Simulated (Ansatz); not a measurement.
**Exact exchange and the electronic atomisation energy of Si2 (disilicon)**

The species is Si2 (2 atoms), meant as a triplet with charge 0. SMILES: `[Si]=[Si]`. The shape is that of a GFN2-xTB optimisation.

The electronic atomisation energy y, in eV, basis 6-31G; a is the functional's share of exact exchange. Programs: Ansatz 0.2.0.

| functional | program | a | y (eV) |
| --- | --- | --- | --- |
| U-revPBE | Ansatz | 0 | 2.78 |
| UPBE | Ansatz | 0 | 2.96 |
| UB3LYP | Ansatz | 0.2 | 2.50 |
| U-r2SCAN0 | Ansatz | 0.25 | 2.44 |
| UPBE0 | Ansatz | 0.25 | ? |
| UBHLYP | Ansatz | 0.5 | 2.05 |

Fit y = c + s·a to the known rows and predict UPBE0.


1. Means of the 5 rows: a = 0.1900, y = 2.546.
2. Σ(Δa)² = 0.172, Σ(Δa·Δy) = -0.2837, so the slope is -0.2837/0.172 = -1.6494.
3. Intercept: 2.546 − (-1.6494) × 0.1900 = 2.859. The largest residual of the fit is 0.10.
4. UPBE0: 2.859 + (-1.6494) × 0.25 = 2.45 eV.

The run gave 2.57 eV, so the prediction is off by -0.12 eV, about the largest residual. The rows mix families of semi-local functionals, which the line can't see.
